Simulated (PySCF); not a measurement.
Spin states of NaCl⁺

Unrestricted PBE0; PySCF, no relativity, basis sets Na 6-31G(d,p), Cl 6-31G(d,p). Outer shells of the fragments: Na+ closed shells only; Cl 3s2 3p5.

Followed along the bond (rough minima from three points):

```csv
2Ms+1,unpaired,⟨S²⟩ at the start,R at minimum (Å),Te (eV)
2,π ↑,0.75,2.85,0.00
2,σ ↑,0.75,none in the scan,≤ 0.38
```

Solutions found at the starting distance of 2.645 Å, counted from the lowest of them; the search is not exhaustive and high or unbound solutions are not listed, so other states can lie among these:

```tsv
2Ms+1	unpaired	term	E (eV)	⟨S²⟩	⟨Lz²⟩	μ (D)
2	π ↑	²Π	0.00	0.75	1.00	-6.55
2	σ ↑	²Σ⁺	0.47	0.75	0.00	-6.68
4	σ ↑, π ↑↑	⁴Σ⁻	8.59	3.75	0.00	2.15
4	σ ↑↑, π ↑	⁴Π	8.84	3.75	1.01	2.27
```

A term symbol is given only where ⟨S²⟩ and ⟨Lz²⟩ are close to those of a pure state; real π, δ and φ orbitals otherwise mix terms. A positive dipole points towards Cl; it is taken about the centre of mass and depends on that origin.

Counting both spins, an empty level lies below a filled one in some of these solutions, because spin and occupation are held.
